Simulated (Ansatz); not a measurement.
# C2H5O: the cost of one run

Computed with Ansatz 0.2.0. Level: UKS PBE0-D4/def2-SVP.

### Step 1. Reference run: C2H5O radical, relaxed

input.yaml reads:

```yaml
crystal:
  periodic: [false, false, false]
  atoms:
    - { symbol: H, position_ang: [-0.934782, -1.365912, 0.232518] }
    - { symbol: C, position_ang: [0.054243, -0.57618, 0.338378] }
    - { symbol: C, position_ang: [0.191992, 0.688975, -0.453551] }
    - { symbol: O, position_ang: [-0.995629, -0.705314, 1.243655] }
    - { symbol: H, position_ang: [0.989479, -1.136436, 0.579394] }
    - { symbol: H, position_ang: [0.588671, 1.504215, 0.196609] }
    - { symbol: H, position_ang: [-0.791351, 1.027512, -0.837226] }
    - { symbol: H, position_ang: [0.897276, 0.563039, -1.299677] }
magnetization:
  spin_polarized: true
  initial_magnetization: 1
basis:
  gaussian: { orbitals: def2-SVP }
hamiltonian:
  xc: pbe0
  dispersion: d4
output:
  forces: true
relax:
  f_tol: 0.02
  max_steps: 120
  constraints: [{ distance: [0, 3] }, { distance: [0, 1] }]
  escape_saddle: false
```

Run with:

```bash
$ ansatz run input.yaml --threads 1 --pin off --max-ram 2560MiB --backend cpu --events-out ev --progress --plain --runs-dir out
```

**Question.** How long does this run take on 1 thread of Arm Neoverse V1, shared host, and how much memory does it need?

About 14 s, with a peak of 0.15 GiB.
